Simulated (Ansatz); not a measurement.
# AlH2O: the cost of one run

Computed with Ansatz 0.2.0, Gaussian basis. Level: def2-QZVPP, core rule «outside noble gas», up to 6 orbitals frozen.

To be run: UHF; ROHF; CCSD(T) on UHF.

### 1 What is computed

The geometry is a PBE0/def2-TZVP stationary point (not a proven minimum) of the parent state, kept for this charge and spin.

4 atoms, charge 0, spin multiplicity 2.

Atoms are counted from 1 here; the program's logs count them from 0.

Bond lengths: Al1–O2 1.747 Å, Al1–H3 1.777 Å, Al1–H4 1.777 Å. Angles: O2–Al1–H3 65.9°, O2–Al1–H4 65.9°, H3–Al1–H4 131.8°.

### 2 UHF

The input, in.yaml:

```yaml
crystal:
  periodic: [false, false, false]
  atoms:
    - {symbol: Al, position_ang: [0.000000, 0.000000, 0.653528]}
    - {symbol: O, position_ang: [0.000000, 0.000000, -1.093006]}
    - {symbol: H, position_ang: [0.000000, -1.622098, -0.072304]}
    - {symbol: H, position_ang: [0.000000, 1.622098, -0.072304]}
basis:
  gaussian: {orbitals: "def2-QZVPP.json"}
magnetization: {spin_polarized: true, initial_magnetization: 1}
hamiltonian: {xc: hf}
output: {orbitals: {seedname: orbitals}}
```

The run is started by

```sh
$ ansatz run in.yaml --threads 1 --pin off --events-out ev --progress --plain --max-ram 2393MiB
```

What time and memory should one allow on 1 thread of Arm Neoverse V1, shared host?

About 34 s, with a peak of 0.38 GiB.
